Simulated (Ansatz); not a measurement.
Reaction (formal exchange of groups at a C–C bond): `C=C(Cl)CF` + `C=C` → `C=CC(=C)Cl` + `CF`

Computed with Ansatz on PBE0-D4/def2-TZVP structures; ΔE is electronic, products minus reactants. CCSD(T)/CBS is the MP2 limit (def2-TZVPP, def2-QZVPP) plus CCSD(T) − MP2 in def2-TZVPP, frozen cores. This one scheme is used for every species. DFT in def2-TZVPP. Each species was taken in one conformer, which may not be the lowest.

`C=C(Cl)CF`:

Z-matrix (Å, degrees):
```
C
F 1 1.373
C 1 1.493 2 111.0
H 1 1.095 2 108.7 3 -121.1
H 1 1.095 2 108.7 3 121.1
Cl 3 1.730 1 111.5 2 -179.9
C 3 1.320 1 126.1 2 0.1
H 7 1.082 3 119.2 1 -0.0
H 7 1.081 3 121.7 1 180.0
```

`C=C`:

```xyz
6

C     0.052    0.421   -0.508
C    -0.052   -0.421    0.508
H     0.841    0.326   -1.247
H    -0.646    1.240   -0.643
H    -0.841   -0.326    1.247
H     0.646   -1.240    0.643
```

`C=CC(=C)Cl`:

Z-matrix (Å, degrees):
```
C
C 1 1.329
H 1 1.083 2 121.6
H 1 1.083 2 120.7 3 180.0
C 2 1.453 1 126.4 3 0.0
H 2 1.087 1 119.9 3 -180.0
Cl 5 1.734 2 117.1 1 -0.0
C 5 1.331 2 123.5 1 180.0
H 8 1.081 5 122.1 2 180.0
H 8 1.083 5 119.4 2 -0.0
```

`CF`:

Cartesian coordinates in Å:
```
C -0.005 -0.053 0.030
F 0.117 1.139 -0.648
H -0.556 0.119 0.958
H 0.991 -0.439 0.256
H -0.547 -0.766 -0.596
```

```json
{"level": "PBE0-D4", "ΔE (kJ/mol)": "-19.1"}
{"level": "ωB97X-V", "ΔE (kJ/mol)": "-11.5"}
{"level": "PBE", "ΔE (kJ/mol)": "-19.4"}
{"level": "SCS-MP2/def2-QZVPP", "ΔE (kJ/mol)": "-18.9"}
```

Question: What does CCSD(T)/CBS give? (Best estimate.)

Answer: Ansatz gave: -16.5 kJ/mol. The listed levels differ from it by -2.6, 5.0, -2.9, -2.4 kJ/mol.

Largest T1 diagnostic among the species: 0.011.

In def2-TZVPP, CCSD(T) changes the Hartree–Fock value by −6.6 kJ/mol (the triples alone add −2.7 kJ/mol) and MP2 by −12.4 kJ/mol. The D4 term adds −3.3 kJ/mol with B3LYP and −1.8 kJ/mol with PBE0; it sums over pairs of atoms, weighted by their polarisabilities, and B3LYP, whose exchange is more repulsive, gets the larger term.

B3LYP here is the variant with VWN-RPA as its local correlation; programs differ in this.
